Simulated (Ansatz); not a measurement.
α-quartz (SiO2), treated with B3LYP (VWN-RPA form) in Ansatz (plane waves, PAW).

The input as run:

Ansatz 0.2 input:
```yaml
crystal:
  lattice:
    - [2.456718, -4.255161, 0.0]
    - [2.456718, 4.255161, 0.0]
    - [0.0, 0.0, 5.405118]
  atoms:
    - { symbol: Si, position: [0.0, 0.47, 0.333333] }
    - { symbol: Si, position: [0.53, 0.53, 0.0] }
    - { symbol: Si, position: [0.47, 0.0, 0.666667] }
    - { symbol: O, position: [0.2678, 0.4146, 0.21457] }
    - { symbol: O, position: [0.5854, 0.8532, 0.881237] }
    - { symbol: O, position: [0.7322, 0.1468, 0.452097] }
    - { symbol: O, position: [0.8532, 0.5854, 0.118763] }
    - { symbol: O, position: [0.4146, 0.2678, 0.78543] }
    - { symbol: O, position: [0.1468, 0.7322, 0.547903] }
basis:
  ecutwfc: 460
  ecutrho_ratio: 4
  xc_grid: 2
kpoints:
  mp_grid: { grid: [6, 6, 4] }
hamiltonian:
  xc: b3lyp
  dispersion: none
  pseudopotentials: { kind: paw }
scf:
  occupations: { method: fermi_dirac, width: 0.01 }
  convergence: { dr2_threshold: 0.0000000009 }
output:
  forces: true
  stress: true
  eigenvalues: true
```

Question: How many irreducible k-points, plane waves at Γ does the program set up, and what pressure does the run end with?

Answer: 24 irreducible k-points, 2569 plane waves at Γ; P = 3.93 GPa, so the cell is compressed on average and its volume would grow at this level.

From the output:

```
WARN the atoms were moved onto the symmetric positions of the space group found under crystal.symmetry.tolerance 1.0e-5 (fractional …
WARN output.stress: scf.exx.energy_threshold = 1e-6 eV is looser than the 9e-8 eV advised for a stress under a hybrid functional (1e-8 eV for each atom of the …
Crystal: 9 atoms, lattice volume = 113.007 Å³
Basis set: ecut = 460 eV, 2569 PW (Γ), exchange–correlation on 72×72×80 points (8 copies of the dense FFT grid, shifted against one another)
Bands: 33, of which v1, the nominal top of the filled ones, is band 24 counted from 1 (23 counted from 0)
Symmetry: 6 space group operations
Space group: P3221 (ITA 154), of the structure as read, at distance tolerance 4.8e-5 Å
k-points: 24 of 144 (time reversal used)
Functional: x = 0.1 slater + 0.9 b88, c = 0.19 vwn_rpa + 0.81 lyp, warm-up for x = 0.08 slater + 0.72 b88 + 0.2 exact, c = 0.19 vwn_rpa + 0.81 lyp
SCF iter   1: F=—  HF=-5344.605281 eV  |F-HF|=—  |Δ(HF+E_count)|=         —  Δρ=1.41e-2  dr2=1.25e-1
SCF iter   2: F=—  HF=-5344.572430 eV  |F-HF|=—  |Δ(HF+E_count)|=   3.29e-2  Δρ=4.64e-3  dr2=1.94e-2
  ...
Crystal: 9 atoms, lattice volume = 113.007 Å³
Initial density: handed on by an earlier stage of this run
Functional: x = 0.08 slater + 0.72 b88 + 0.2 exact, c = 0.19 vwn_rpa + 0.81 lyp
Crystal: 9 atoms, lattice volume = 113.007 Å³
SCF iter   3: F=—  HF=-5348.353043 eV  |F-HF|=—  |Δ(HF+E_count)|=   9.37e-9  Δρ=3.45e-6  dr2=3.96e-9
SCF iter   4: F=-5348.353043 eV  HF=-5348.353043 eV  |F-HF|=1.00e-10  |Δ(HF+E_count)|=   1.53e-8  Δρ=7.43e-7  dr2=2.32e-10
SCF 3 converged in 4 iterations: F = -5348.353043 eV  dr2 = 2.32e-10
Free energy (F): -5348.353043 eV
Internal energy: -5348.353043 eV  (E = F + TS)
E sigma→0 (E₀):  -5348.353043 eV
Fermi energy:    5.283171 eV
--- Forces (eV/Å), atoms counted from 1 ---
  atom   1  Si     0.01968050     0.03408763     0.00000000
  atom   2  Si    -0.03936100    -0.00000000    -0.00000000
  atom   3  Si     0.01968050    -0.03408763    -0.00000000
  atom   4  O     -0.02547778    -0.13048102    -0.01981006
  atom   5  O      0.12573877     0.04317611    -0.01981006
  atom   6  O     -0.10026099    -0.08730492     0.01981006
  atom   7  O      0.12573877    -0.04317611     0.01981006
  atom   8  O     -0.02547778     0.13048102     0.01981006
  atom   9  O     -0.10026099     0.08730492    -0.01981006
--- Stress (GPa, compression-positive) ---
        4.019461       0.000000      -0.000000
        0.000000       4.019461       0.000000
       -0.000000       0.000000       3.757403
  P = ⅓ Tr σ = 3.9321 GPa (39.321 kbar)
```

The PAW data were made under PBE.

Note: cell and atoms aren't relaxed at this level (largest force component 0.13 eV/Å, pressure 3.9 GPa).

It cost about 3 core-minutes (a rough figure) of CPU time.

Ansatz is a first-principles code.
